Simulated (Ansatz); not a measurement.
`FC(F)=NP` and `CN=C(F)F` differ in one atom or group.

Ansatz, PBE0-D4/def2-TZVP geometries, multiplicity 1. Each molecule was computed in one conformer, which needn't be the lowest.

| property | `FC(F)=NP` |
| --- | --- |
| size of the dipole moment (ωB97M-V/def2-TZVPP) / D | 1.10 |
| HOMO–LUMO gap (PBE/def2-TZVPP) / eV | 5.06 |
| HOMO energy (ωB97M-V/def2-TZVPP) / eV | -9.70 |
| LUMO energy (PBE/def2-TZVPP) / eV | -1.32 |
| HOMO energy (PBE/def2-TZVPP) / eV | -6.38 |
| ideal-gas entropy at 298 K and 1 bar (rigid rotor, harmonic PBE0-D4/def2-TZVP) / J/(mol·K) | 315 |

Task: What does the change do to each property? (Best estimate.)

Result: Ansatz gave: 
| property | `CN=C(F)F` | shift |
| --- | --- | --- |
| size of the dipole moment (ωB97M-V/def2-TZVPP) / D | 1.64 | 0.54 |
| HOMO–LUMO gap (PBE/def2-TZVPP) / eV | 6.30 | 1.24 |
| HOMO energy (ωB97M-V/def2-TZVPP) / eV | -10.93 | -1.23 |
| LUMO energy (PBE/def2-TZVPP) / eV | -0.60 | 0.72 |
| HOMO energy (PBE/def2-TZVPP) / eV | -6.90 | -0.52 |
| ideal-gas entropy at 298 K and 1 bar (rigid rotor, harmonic PBE0-D4/def2-TZVP) / J/(mol·K) | 304 | -11 |

With PBE0 the HOMO falls by 0.97 eV and the LUMO rises by 0.86 eV, so the gap widens by about 1.83 eV. PBE moves the HOMO by -0.52 eV and ωB97M-V by -1.23 eV. The zero-point energy changes by 52.3 kJ/mol with +3 modes. Dipoles are sizes alone; their direction can turn.
